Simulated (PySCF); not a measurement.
propane (C3H8), SMILES CCC. Geometry: PBE-D3(BJ)/def2-SVP.

Computed equilibrium geometry at PBE-D3(BJ)/def2-SVP (PySCF confirms it by a frequency run) as bond lengths and angles, and its point group:
point group C2v.
Atoms: C1 C2 C3 H4 H5 H6 H7 H8 H9 H10 H11. Bond lengths (Å): C1–C2 1.530, C1–H4 1.109, C1–H5 1.111, C1–H6 1.111, C2–C3 1.530, C2–H7 1.112, C2–H8 1.112, C3–H9 1.109, C3–H10 1.111, C3–H11 1.111. Angles (°): C2–C1–H4 111.9, C2–C1–H5 111.3, C2–C1–H6 111.3, H4–C1–H5 107.5, H4–C1–H6 107.5, H5–C1–H6 107.1, C1–C2–C3 113.2, C1–C2–H7 109.4, C1–C2–H8 109.4, C3–C2–H7 109.4, C3–C2–H8 109.4, H7–C2–H8 105.5, C2–C3–H9 111.9, C2–C3–H10 111.3, C2–C3–H11 111.3, H9–C3–H10 107.5, H9–C3–H11 107.5, H10–C3–H11 107.1.
